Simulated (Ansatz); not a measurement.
**Other spins and charges of PH⁺, doublet at one geometry**

Geometry (PBE0/def2-TZVP stationary point for this spin):

```yaml
atoms:
  - { symbol: P, position_ang: [0.0000, 0.0000, 0.0000] }
  - { symbol: H, position_ang: [0.0000, 0.0000, 1.4342] }
```

Basis cc-pVTZ; Ansatz 0.2.0. Correlated methods freeze the noble-gas cores. Prefix R: restricted or restricted open-shell reference; prefix U: unrestricted. Active spaces: valence = (5e, 5o) chosen from the atoms' valence shells.

Gaps are energies of the second state less the first, at fixed atoms, for a selection of the levels run; each method lands on the state that its own search finds for that charge and spin.

Quartet less doublet: 1.621 eV at full CI (doublet B1, quartet A2, in C2v).

| level | gap (eV) | error (meV) |
| --- | --- | --- |
| RHF | 0.903 | -718 |
| UMP2 | 1.457 | -164 |
| RCCSDT | 1.622 | 1 |
| NEVPT2 (valence space) | 1.571 | -50 |
| MRCISD (valence space) | 1.651 | 30 |
| MRCISD+Q (valence space) | 1.668 | 47 |
| PBE | 1.576 | -45 |
| r2SCAN | 1.328 | -293 |
| PBE0 | 1.532 | -89 |
| RPA-PBE | 1.905 | 284 |

Full CI is exact within this basis and frozen core; it isn't the basis-set limit. The frozen core follows each run's orbitals, which can shift R against U totals by a few meV.
